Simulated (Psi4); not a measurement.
**Li2 (lithium dimer): SVWN5/aug-cc-pVTZ**

What is the vertical ionisation energy of Li2 (lithium dimer) at SVWN5/aug-cc-pVTZ? 

The calculation is run with Psi4 1.11.

1 further run of the same task is left out (it didn't finish).

## Step 1: The structure to begin with

The species is Li2 (2 atoms), meant as a singlet with charge 0. As SMILES, `[Li][Li]`. Geometry: the measured bond length.

Bond lengths: Li1–Li2 2.673 Å.

## Step 2: A single-point energy at SVWN5/aug-cc-pVTZ

run.py reads:

```python
import psi4

psi4.set_memory('1600 MB')
psi4.set_num_threads(1)
psi4.core.set_output_file('output.dat', False)

m = psi4.geometry("""
0 1
Li
Li 1 2.6729
symmetry c1
no_reorient
no_com
""")

options = {'basis': 'aug-cc-pVTZ', 'puream': True, 'e_convergence': 1e-09, 'd_convergence': 1e-08, 'scf_type': 'pk', 'dft_radial_points': 99, 'dft_spherical_points': 590}
psi4.set_options(options)

e_tot, wfn = psi4.energy('scf', dft_functional={"name": "SVWN5", "x_functionals": {"LDA_X": {}}, "c_functionals": {"LDA_C_VWN": {}}}, return_wfn=True)
psi4.oeprop(wfn, 'LOWDIN_CHARGES', 'WIBERG_LOWDIN_INDICES', 'DIPOLE', title='SCF')
print('E =', round(e_tot, 9))
for k, v in sorted(psi4.core.scalar_variables().items()):
    print(f'{k:45s} {v:18.10f}')
```

Launch:

```sh
$ python run.py
```

output.dat:

```text
[...]
  Running in c1 symmetry.
[...]
  Nuclear repulsion =    1.781808109555165
[...]
  Multiplicity = 1
[...]
  Nalpha       = 3
  Nbeta        = 3
[...]
    Number of basis functions: 92
[...]
   @RKS iter   1:   -14.67985717528579   -1.25628e-01   1.36374e-03 ADIIS/DIIS
[...]
   @RKS iter   8:   -14.72430862274603   -7.09477e-12   7.23923e-10 DIIS
[...]
    Orbital Energies [Eh]
    ---------------------
    Doubly Occupied:
       1A     -1.841716     2A     -1.841269     3A     -0.118916
    Virtual:
       4A     -0.066654     5A     -0.049455     6A     -0.049455
       7A     -0.034635     8A     -0.000670     9A     -0.000670
      10A      0.005148    11A      0.007629    12A      0.012942
      13A      0.012942    14A      0.016822    15A      0.027169
      16A      0.027169    17A      0.028706    18A      0.047773
      19A      0.047773    20A      0.064389    21A      0.068507
      22A      0.068507    23A      0.068526    24A      0.077595
      25A      0.084192    26A      0.086539    27A      0.086539
[...]
  @RKS Final Energy:   -14.72430862274603
   => Energetics <=
    Nuclear Repulsion Energy =              1.7818081095551650
    One-Electron Energy =                 -23.0964736799666603
    Two-Electron Energy =                   9.9579187696746985
    DFT Exchange-Correlation Energy =      -3.3675618220092338
    Empirical Dispersion Energy =           0.0000000000000000
    VV10 Nonlocal Energy =                  0.0000000000000000
    Total Energy =                        -14.7243086227460314
[...]
 Multipole Moments:
 ------------------------------------------------------------------------------------
     Multipole            Electronic (a.u.)      Nuclear  (a.u.)        Total (a.u.)
 ------------------------------------------------------------------------------------
 L = 1.  Multiply by 2.5417464519 to convert [e a0] to [Debye]
 Dipole X            :          0.0000000            0.0000000            0.0000000
 Dipole Y            :          0.0000000            0.0000000            0.0000000
 Dipole Z            :         -0.0000000            0.0000000           -0.0000000
 Magnitude           :                                                    0.0000000
[...]
```

On the terminal:

```text
E = -14.724308623
CURRENT ENERGY                                    -14.7243086227
CURRENT REFERENCE ENERGY                          -14.7243086227
DD SOLVATION ENERGY                                 0.0000000000
DFT FUNCTIONAL TOTAL ENERGY                       -14.7243086227
DFT TOTAL ENERGY                                  -14.7243086227
DFT VV10 ENERGY                                     0.0000000000
DFT XC ENERGY                                      -3.3675618220
GRID ELECTRONS ALPHA                                3.0000000053
GRID ELECTRONS BETA                                 3.0000000053
GRID ELECTRONS TOTAL                                6.0000000105
NUCLEAR REPULSION ENERGY                            1.7818081096
ONE-ELECTRON ENERGY                               -23.0964736800
PCM POLARIZATION ENERGY                             0.0000000000
PE ENERGY                                           0.0000000000
SCF ITERATION ENERGY                              -14.7243086227
SCF ITERATIONS                                      8.0000000000
SCF TOTAL ENERGY                                  -14.7243086227
TWO-ELECTRON ENERGY                                 9.9579187697
XC GRID RADIAL POINTS                              99.0000000000
XC GRID SPHERICAL POINTS                          590.0000000000
XC GRID TOTAL POINTS                           115314.0000000000
```

Run time: 11 s. Hardware: 1 thread of Intel Xeon at 2.50GHz (Skylake/Cascade Lake), shared host; peak memory 0.53 GiB.

## Step 3: The doublet cation: energy and forces at USVWN5/aug-cc-pVTZ

li2.in reads:

```
memory 1600 mb

molecule m {
  1 2
  Li
  Li 1 2.6729
  units angstrom
  symmetry c1
  no_reorient
  no_com
}

set basis aug-cc-pVTZ
set reference uks
set puream true
set e_convergence 1e-09
set d_convergence 1e-08
set scf_type pk
set dft_radial_points 99
set dft_spherical_points 590
set maxiter 100

e, wfn = gradient('scf', dft_functional={"name": "SVWN5", "x_functionals": {"LDA_X": {}}, "c_functionals": {"LDA_C_VWN": {}}}, return_wfn=True)
oeprop(wfn, 'MAYER_INDICES', 'DIPOLE', 'QUADRUPOLE', title='SCF')
```

Launch:

```sh
$ psi4 -n 1 li2.in li2.out
```

li2.out (excerpt; [...] marks lines left out):

```text
[...]
  Running in c1 symmetry.
[...]
  Nuclear repulsion =    1.781808109555165
[...]
  Multiplicity = 2
[...]
  Nalpha       = 3
  Nbeta        = 2
[...]
    Number of basis functions: 92
[...]
   @UKS iter   1:   -14.52852244492327    2.57064e-02   3.64188e-04 ADIIS/DIIS
[...]
   @UKS iter   6:   -14.52901203276195   -1.02283e-11   2.20630e-09 DIIS
[...]
   @S^2 Observed:                7.500117093E-01
[...]
  @UKS Final Energy:   -14.52901203276195
   => Energetics <=
    Nuclear Repulsion Energy =              1.7818081095551650
    One-Electron Energy =                 -21.7927834040195094
    Two-Electron Energy =                   8.7290850473060821
    DFT Exchange-Correlation Energy =      -3.2471217856036891
    Empirical Dispersion Energy =           0.0000000000000000
    VV10 Nonlocal Energy =                  0.0000000000000000
    Total Energy =                        -14.5290120327619512
[...]
  -Total Gradient:
     Atom            X                  Y                   Z
    ------   -----------------  -----------------  -----------------
       1       -0.000000000000    -0.000000000000     0.009919390641
       2       -0.000000000000     0.000000000000    -0.009919390641
[...]
 Multipole Moments:
 ------------------------------------------------------------------------------------
     Multipole            Electronic (a.u.)      Nuclear  (a.u.)        Total (a.u.)
 ------------------------------------------------------------------------------------
 L = 1.  Multiply by 2.5417464519 to convert [e a0] to [Debye]
 Dipole X            :          0.0000000            0.0000000            0.0000000
 Dipole Y            :          0.0000000            0.0000000            0.0000000
 Dipole Z            :          0.0000000            0.0000000            0.0000000
 Magnitude           :                                                    0.0000000
 L = 2.  Multiply by 1.3450342976 to convert [e a0^2] to [Debye ang]
 Quadrupole XX       :         -4.0837945            0.0000000           -4.0837945
 Quadrupole XY       :          0.0000000            0.0000000            0.0000000
[...]
```

Run time: 28 s. Hardware: 1 thread of Intel Xeon at 2.50GHz (Skylake/Cascade Lake), shared host; peak memory 0.53 GiB.

## Step 4: Results

At SVWN5/aug-cc-pVTZ:

| quantity | value |
| --- | --- |
| singlet Li2: total energy | -14.72431 Eh |
| singlet Li2: dipole moment | 0.00 D |
| singlet Li2: HOMO energy | -3.24 eV |
| singlet Li2: LUMO energy | -1.81 eV |
| singlet Li2: HOMO–LUMO gap | 1.42 eV |
| doublet cation: total energy | -14.52901 Eh |
| doublet cation: HOMO energy (highest over α and β) | -8.83 eV |
| doublet cation: LUMO energy (lowest over α and β) | -7.25 eV |
| doublet cation: ⟨S²⟩ | 0.750 |
| doublet cation: largest force on an atom | 0.510 eV/Å |
| vertical ionisation energy (to the doublet cation) | 5.314 eV |

In words: Removing an electron at fixed nuclei costs 5.31 eV (123 kcal/mol). The negative HOMO energy of the first species, 3.24 eV, lies 2.08 eV below that difference.
